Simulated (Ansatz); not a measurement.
A single point on LiO, SMILES `[Li][O]` radical.

```yaml
crystal:
  periodic: [false, false, false]
  atoms:
    - {symbol: Li, position_ang: [0.000000, -0.000000, -0.057415]}
    - {symbol: O, position_ang: [-0.000000, 0.000000, 1.623215]}
basis:
  gaussian: {orbitals: def2-TZVPP}
magnetization: {spin_polarized: true, initial_magnetization: 1}
hamiltonian: {xc: pbe}
correlation: {method: rpa}
```

```sh
$ ansatz run in.yaml --threads 2 --pin off --events-out ev --progress --plain --max-ram 20480MiB --backend cpu
```

Shortened log:

```
Functional definition: PBE
348 factors; integrals over basis functions are off by at most 1.2e-3 eV
mean field evaluation 1: about -2243.1785 eV, gradient 3.5e1 eV
mean field evaluation 2: about -2243.1782 eV, gradient 3.5e1 eV
mean field evaluation 4: about -2247.3466 eV, gradient 9.0e0 eV
mean field evaluation 8: about -2247.8799 eV, gradient 4.3e-1 eV
mean field evaluation 16: about -2247.8805 eV, gradient 6.1e-6 eV
mean field -2247.88054355 eV, -82.6080863071 hartree, gradient 5.6e-7 eV, S^2 0.753228; 9 other end points of the search recorded, 0 dependent functions left out
1 core orbitals not correlated: weight in the atoms' cores, before any rotation towards them, 1.000 or more for the frozen orbitals, at most 0.000 for the correlated occupied ones
reference -2239.45274314 eV, -82.2983703549 hartree; 5, 4 occupied and 44, 45 virtual orbitals, 348 factors
Total energy: -2250.44410800 eV, -82.7022955631 hartree
```

It took 1.8 s on 2 threads of an AMD EPYC 7R13 on a shared host, with 0.13 GiB of host memory at the peak.
